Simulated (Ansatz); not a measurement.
Reaction (SMILES): [F][Li] -> [Li][F] as doublet, charge -1 (an electron is taken up)

Property: adiabatic electron affinity (0 K, with zero-point energies), in eV. Positive where the reaction releases energy. Terms: spin-orbit terms left out; open shells spin-unrestricted; non-relativistic; 6-31G* and kin with 6d, 5d where marked; 6-311+G** with 5d; LANL2DZ all-electron up to Ne. Ab initio and DFT rows: single points at B3LYP-D3(BJ) geometries (Ansatz, a program for electronic structure), with unscaled harmonic terms from B3LYP/6-31G* at its own minima. The spin state of an ion or metal species was assumed, not searched.

| level | program | adiabatic electron affinity (0 K, with zero-point energies) (eV) |
|---|---|---|
| PBE/STO-3G | Ansatz | -1.99 |
| PBE/3-21G | Ansatz | 0.20 |
| PBE/LANL2DZ | Ansatz | 0.40 |
| PBE/6-31G* | Ansatz | 0.11 |
| PBE/def2-SVP | Ansatz | 0.08 |
| PBE/6-311+G** | Ansatz | 0.53 |
| PBE/def2-TZVPD | Ansatz | 0.36 |

No value to compare with is used here. The 6 habitual levels span -1.99 (PBE/STO-3G) to 0.53 eV (PBE/6-311+G**); PBE/def2-TZVPD gives 0.36.

The sets are all those run for this method; runs whose electronic state is in doubt are left out.
